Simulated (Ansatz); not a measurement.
Ansatz input wanted

The species is C2Si (3 atoms), meant as a singlet with charge 0. Geometry: relaxed at GFN2-xTB.

```xyz
3

C    -1.1118    0.7375   -0.5228
C    -0.1352    0.0892   -0.0636
Si    1.2470   -0.8267    0.5864
```

Settings wanted:

```yaml
basis_set: STO-3G
core_potential: none
task: energy
method: DFT
functional: r2SCAN0
reference: RKS
accuracy: high
```

Task: Give an Ansatz 0.2.0 job that does this.

Result: One that was run (others would do as well):

run.yaml:
```yaml
crystal:
  periodic: [false, false, false]
  atoms:
    - symbol: C
      position_ang: [-1.111830, 0.737510, -0.522770]
    - symbol: C
      position_ang: [-0.135170, 0.089220, -0.063600]
    - symbol: Si
      position_ang: [1.247000, -0.826740, 0.586370]
basis:
  gaussian:
    orbitals: STO-3G
hamiltonian:
  xc: {name: r2SCAN0}
accuracy: high
```

```bash
$ ansatz run run.yaml --threads 1 --pin off --max-ram 2610MiB --events-out events.jsonl --progress --plain --runs-dir runs
```

Calculated total energy: -361.09778 Eh.
